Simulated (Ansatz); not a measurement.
A made-up structure of CHNS, closed shell:

| atom | x (Å) | y (Å) | z (Å) |
| --- | --- | --- | --- |
| N1 | 0.9740 | -0.2675 | 1.4615 |
| C2 | 0.3737 | -0.2711 | 0.4759 |
| S3 | -0.4786 | -0.3745 | -0.9731 |
| H4 | 1.5148 | 0.1013 | 2.2437 |

It is relaxed with PBE-D4/def2-SVP and then PBE0-D4/def2-TZVP (Ansatz 0.2.0). Atoms count as bonded within 1.22 times the sum of their covalent radii (H–H: 0.88 Å). The end point is not checked to be a true minimum.

Question: Does its bonding change? (Judge from chemistry; the calculation decides.)

Answer: The calculation gives: No: no bond forms or breaks.

Where it ends: The first stage lowers the energy by 0.35 eV in 10 steps. It ends as CHNS ([NH][C][S]):
```
4
angstrom
N 0.9617 -0.4324 1.5131
C 0.3795 -0.3076 0.4741
S -0.4100 -0.2927 -0.8752
H 1.4527 0.2208 2.0960
```

Labels in which every atom is bracketed show which atoms are joined, not bond orders.

For scale, one of the runs: PBE0-D4/def2-TZVP relaxation, 105 basis functions, launched by `ansatz run in.yaml --threads 2 --pin off --events-out ev --progress --plain --max-ram 4352MiB`. Hardware: 2 CPU threads of an Intel Xeon Platinum 8259CL, shared host. Wall time about 12 s.
